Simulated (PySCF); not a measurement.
Frontier levels across methods

Compound: oxalyl dichloride, C₂Cl₂O₂.
Atom-mapped SMILES: `[O:1]=[C:2]([Cl:3])[C:4](=[O:5])[Cl:6]`

Geometry (PBE0-D3(BJ)/def2-SVP, Å), atoms numbered from 1 in this order:
```xyz
6
C2Cl2O2 angstrom
O     -0.9919    1.4027   -0.2311
C     -0.7115    0.2770   -0.0139
Cl    -1.8750   -0.9773    0.3262
C      0.7359   -0.2756    0.0094
O      1.0204   -1.3923    0.2644
Cl     1.8956    0.9675   -0.3825
```

Basis pcSseg-2 throughout (PySCF), one geometry. Geometry: PBE0-D3(BJ)/def2-SVP, one conformer, isolated molecule.

Problem. How do the orbital energies, the gap and the dipole change with the method?

Solution. 
```tsv
method	kind	HOMO (eV)	LUMO (eV)	gap (eV)	μ (D)	SCF cycles
BLYP	GGA	-7.32	-4.38	2.93	0.04	17
OPBE	GGA	-7.43	-4.45	2.98	0.03	16
PBE	GGA	-7.43	-4.52	2.91	0.03	16
BP86	GGA	-7.54	-4.61	2.93	0.03	16
LDA	LDA	-7.63	-4.80	2.83	0.04	14
HF	Hartree–Fock	-12.81	0.50	13.30	0.04	11
```

The HOMO spans 5.49 eV, from BLYP down to HF, and the gap runs from 2.83 eV (LDA) to 13.30 eV (HF). The dipole ranges from 0.03 D (OPBE) to 0.04 D (HF). This basis has no diffuse functions.
